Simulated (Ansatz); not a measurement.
# Si₂H₆ (singlet): the correlation ladder, 6-31G*

Aim: climb from Hartree-Fock through coupled cluster and multireference methods for Si₂H₆ (singlet) at one geometry and basis, and see what each rung misses.

Computed with Ansatz 0.2.0, Gaussian basis. Level: 6-31G*, core rule «outside noble gas», up to 10 orbitals frozen.

To be run: UHF; CCSD(T) on RHF; BCCD(T) on RHF; CISD; CCSDT(Q) on RHF; CCSDTQ on RHF; CASSCF and MRCISD+Q, 8 electrons in 8 orbitals; CASSCF and NEVPT2, 8 electrons in 8 orbitals.

15 further runs of the same task are left out: 2 that didn't finish, 13 set aside as unsound or not needed.

### 1 The system

The geometry is an MP2(full)/6-31G* stationary point (not a proven minimum).

8 atoms, charge 0, spin multiplicity 1.

Atoms are counted from 1 here; the program's logs count them from 0.

Bond lengths: Si1–Si2 2.335 Å, Si1–H3 1.487 Å, Si1–H4 1.487 Å, Si1–H5 1.487 Å, Si2–H6 1.487 Å, Si2–H7 1.487 Å, Si2–H8 1.487 Å. Angles: Si2–Si1–H3 110.4°, Si2–Si1–H4 110.4°, Si2–Si1–H5 110.4°, H3–Si1–H4 108.5°, H3–Si1–H5 108.5°, H4–Si1–H5 108.5°, Si1–Si2–H6 110.4°, Si1–Si2–H7 110.4°, Si1–Si2–H8 110.4°, H6–Si2–H7 108.5°, H6–Si2–H8 108.5°, H7–Si2–H8 108.5°.

### 2 UHF

File in.yaml:

```yaml
crystal:
  periodic: [false, false, false]
  atoms:
    - {symbol: Si, position_ang: [0.000000, 0.000000, 1.167683]}
    - {symbol: Si, position_ang: [0.000000, 0.000000, -1.167683]}
    - {symbol: H, position_ang: [0.000000, 1.393286, 1.686020]}
    - {symbol: H, position_ang: [-1.206621, -0.696643, 1.686020]}
    - {symbol: H, position_ang: [1.206621, -0.696643, 1.686020]}
    - {symbol: H, position_ang: [0.000000, -1.393286, -1.686020]}
    - {symbol: H, position_ang: [-1.206621, 0.696643, -1.686020]}
    - {symbol: H, position_ang: [1.206621, 0.696643, -1.686020]}
basis:
  gaussian: {orbitals: "6-31G*"}
magnetization: {spin_polarized: true, initial_magnetization: 0}
hamiltonian: {xc: hf}
output: {orbitals: {seedname: orbitals}}
```

Run with:

```sh
ansatz run in.yaml --threads 1 --pin off --events-out ev --progress --plain --max-ram 4160MiB --backend cpu
```

Further steps of the session: CCSD(T) on RHF; BCCD(T) on RHF; CISD; CCSDT(Q) on RHF; CCSDTQ on RHF; CASSCF and MRCISD+Q, 8 electrons in 8 orbitals; CASSCF and NEVPT2, 8 electrons in 8 orbitals.

Before running them: what should the planned runs give, taken together? Wanted: RCCSDTQ below the RHF energy; RMP2 from RCCSDTQ; RCCSD from RCCSDTQ; RCCSD(T) from RCCSDTQ; RCCSDT(Q) from RCCSDTQ; NEVPT2 frontier from RCCSDTQ; T1 diagnostic.

As calculated:

```
                         quantity                                 value
     RCCSDTQ below the RHF energy                            -5.7040 eV
                RMP2 from RCCSDTQ                       +31.25 kcal/mol
               RCCSD from RCCSDTQ                        +3.94 kcal/mol
            RCCSD(T) from RCCSDTQ                        +0.84 kcal/mol
           RCCSDT(Q) from RCCSDTQ                        +0.02 kcal/mol
     NEVPT2 frontier from RCCSDTQ                       +28.56 kcal/mol
levels within 1 kcal/mol (43 meV)  RCCSD(T), BCCD(T), RCCSDT, RCCSDT(Q)
                    T1 diagnostic                                 0.014
```

RCCSD(T) lands +0.84 kcal/mol from the yardstick (0.6 % of the correlation energy). These misses are within one basis, not against nature.
